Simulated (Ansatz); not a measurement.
Cost and result for the atomization energy of C2H3FO (`O/C=C\F`) (7 atoms, 6 bonds).

Charge 0, multiplicity 1. The structure was optimised at the PBE0-D4/def2-TZVP level. It is one conformer, not always the lowest. Program: Ansatz. All runs use 2 threads of an Arm Neoverse V1 on a shared host. Times are those of one run each, without the atoms' runs, and a repeat can differ threefold. Electronic energies, without spin–orbit coupling; frozen cores. CCSD(T)/CBS adds CCSD(T) − MP2 in def2-TZVPP to the MP2 limit, and its time is that of the two runs behind it. T1 = 0.013. HSE06 is the plane-wave form, built on full-range PBE exchange.

CCSD(T)/CBS is a level of theory with its own doubt, some kJ/mol a heavy atom from the limit and from the frozen cores, so smaller differences don't rank the functionals.

```
                           level  functions  wall time  atomization (kJ/mol)  difference from CCSD(T)/CBS  per bond
          LDA (SPW92)/def2-TZVPP        166      0.9 s                3343.2                        524.6      87.4
            revPBE-D4/def2-TZVPP        166      1.6 s                2837.1                         18.5       3.1
              BLYP-D4/def2-TZVPP        166      1.7 s                2845.0                         26.4       4.4
                CCSD(T)/def2-SVP         71      1.9 s                2669.9                       -148.7     -24.8
             HSE06-D4/def2-TZVPP        166      2.1 s                2839.1                         20.5       3.4
             BHLYP-D4/def2-TZVPP        166      2.1 s                2682.7                       -135.9     -22.6
         CAM-B3LYP-D4/def2-TZVPP        166      2.3 s                2835.7                         17.1       2.8
           r2SCANh-D4/def2-TZVPP        166      3.6 s                2802.0                        -16.6      -2.8
               B97M-V/def2-TZVPP        166        7 s                2818.0                         -0.6      -0.1
ωB97M-V/def2-TZVPP (with forces)        166        7 s                2828.2                          9.6       1.6
                  MP2/def2-QZVPP        318       12 s                2868.5                         49.9       8.3
              CCSD(T)/def2-TZVPP        166       40 s                2738.0                        -80.6     -13.4
               CCSD(T)/CBS(def2)          –       52 s                2818.6                          0.0       0.0
```

At CCSD(T), def2-SVP lies −148.7 kJ/mol from the extrapolated value and def2-TZVPP −80.7 kJ/mol: correlation converges slowly with the basis, and small sets miss more of it in the bonded molecule than in its fragments. From BLYP to BHLYP (50 % exact exchange), in def2-TZVPP and without D4, the atomization energy moves by −151.7 kJ/mol: exact exchange takes away binding that semilocal exchange gives to molecules. In def2-TZVPP, CCSD(T) changes the Hartree–Fock value by +792.1 kJ/mol (the triples alone add +55.1 kJ/mol) and MP2 by +874.8 kJ/mol; breaking electron pairs costs correlation energy, which Hartree–Fock lacks.
